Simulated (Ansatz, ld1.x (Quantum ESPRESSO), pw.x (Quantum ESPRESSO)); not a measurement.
**thallium (Tl) (sc): variants of one RRKJ potential in the solid**

| Item | Value |
| --- | --- |
| Element | thallium (Tl) |
| Generator | ld1.x (Quantum ESPRESSO) 7.5 |
| Type | norm-conserving RRKJ (Kleinman–Bylander form) |
| Functional | LDA (PW92) |
| Relativity | scalar-relativistic |
| Frozen core | [Xe] 4f14 |
| Valence charge | 13 |
| Reference configuration | 5d10 6s2 6p1 |
| Partial waves | 6s (bound): rc 1.90 bohr; 5d (bound): rc 1.85 bohr; 5f channel at 0.15 Ry: rc 2.60 bohr; 6p (bound): rc 3.20 bohr |
| Local potential | the p channel |
| Core correction | a·sin(br)/r model core, default radius (core density twice the valence density) |
| rho0 | 0.02 |

Crystal test: sc Tl in pw.x 7.5, no spin, 11³ k-points, Fermi–Dirac smearing 0.01 Ry, cutoffs set for each file from its atomic test. The reference is all-electron LAPW (Ansatz 0.2.0) with the same functional, mesh and smearing; V0 and B0 come from Birch–Murnaghan fits to the pressures at five volumes. Errors are pseudo minus all-electron; Δ is the rms difference of the E(V) curves that follow from these fits, minima aligned, over ±6 % about the mean V0. Mesh and smearing are coarse, so the numbers serve the comparison and aren't converged zero-temperature values; the lattice is a test structure that the element need not adopt.

All-electron: a0 = 3.094 Å (V0 = 29.61 Å³/atom), B0 = 36.4 GPa.

Base: The largest radius (3.20 bohr) exceeds half the bond length (2.92 bohr), so the spheres overlap, which is one possible source of error among others.

3 further variants are left out: they gave no file fit for a test, a broken result, the same result as the base, or pressures whose basis-set error rivals the error shown.

A dash in a converged row means that the minimum lies outside the volumes sampled.

```tsv
change	cutoffs (Ry)	pw.x	a0 (Å)	a0 error (%)	B0 error (%)	Δ (meV/atom)	mean pressure error (GPa)
base	60/240	converged	3.104	+0.34	+0.6	2.5	+0.40
all radii but the core radius scaled by about 1.33 (s 2.52, p 4.26, d 2.46, f 3.46 bohr)	50/200	converged	–	–	–	–	-6.29
```

Question: Give the row for: all radii but the core radius scaled by about 1.19 (s 2.26, p 3.82, d 2.20, f 3.10 bohr).

Answer: pw.x: converged; mean pressure error (GPa): -2.00.
